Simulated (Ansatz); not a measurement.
Two isomers of C6H12: A = `C1CCCCC1`, B = `C=CC(C)(C)C`.

Computed with Ansatz on PBE0-D4/def2-TZVP structures; ΔE is electronic, products minus reactants. CCSD(T)/CBS is the MP2 limit (def2-TZVPP, def2-QZVPP) plus CCSD(T) − MP2 in def2-TZVPP, frozen cores. DFT in def2-TZVPP. B3LYP here is the variant with VWN-RPA as its local correlation; programs differ in this.

A:

```xyz
18

C     0.938   -0.829   -0.691
C     0.646   -1.002    0.791
C     0.311    0.348    1.439
C    -0.374    1.304    0.454
C    -1.208    0.529   -0.555
C    -0.313   -0.350   -1.438
H     1.747   -0.099   -0.808
H     1.306   -1.761   -1.129
H    -0.198   -1.691    0.906
H     1.490   -1.468    1.306
H    -0.336    0.185    2.307
H     1.225    0.813    1.821
H     0.380    1.888   -0.086
H    -0.988    2.028    0.995
H    -1.801    1.207   -1.175
H    -1.927   -0.095   -0.013
H    -0.886   -1.212   -1.793
H    -0.012    0.206   -2.332
```

B:

Z-matrix (Å, degrees):
```
C
C 1 1.504
C 1 1.531 2 108.2
C 1 1.532 2 108.1 3 117.9
C 1 1.522 2 112.5 3 -121.1
C 2 1.325 1 127.5 3 121.3
H 2 1.090 1 114.1 3 -58.8
H 3 1.093 1 111.1 2 57.0
H 3 1.094 1 110.5 2 176.7
H 3 1.092 1 111.0 2 -63.1
H 4 1.093 1 111.1 2 -57.0
H 4 1.093 1 110.9 2 63.2
H 4 1.094 1 110.5 2 -176.7
H 5 1.093 1 110.1 2 180.0
H 5 1.093 1 111.4 2 -60.5
H 5 1.093 1 111.4 2 60.4
H 6 1.084 2 122.3 1 -0.0
H 6 1.084 2 121.0 1 180.0
```

Which is lower in electronic energy at CCSD(T)/CBS, and by how much? (Estimate.)

Computed: A, by 49.4 kJ/mol.

Give E(B) − E(A) in kJ/mol with PBE-D4, r2SCAN-D4, CCSD(T)/def2-TZVPP, B3LYP-D4, HF/def2-TZVPP, ωB97M-V, CCSD/def2-TZVPP. (Estimate.)

Computed: PBE-D4 55.9, r2SCAN-D4 52.9, CCSD(T)/def2-TZVPP 49.5, B3LYP-D4 43.2, HF/def2-TZVPP 45.6, ωB97M-V 54.9, CCSD/def2-TZVPP 53.1. None reverses the order clearly.

Largest T1 diagnostic: 0.009.

In def2-TZVPP, CCSD(T) changes the Hartree–Fock value by +4.0 kJ/mol (the triples alone add −3.5 kJ/mol) and MP2 by +8.0 kJ/mol. From PBE to PBE0 (25 % exact exchange), in def2-TZVPP and without D4, E(B) − E(A) moves by +12.1 kJ/mol.
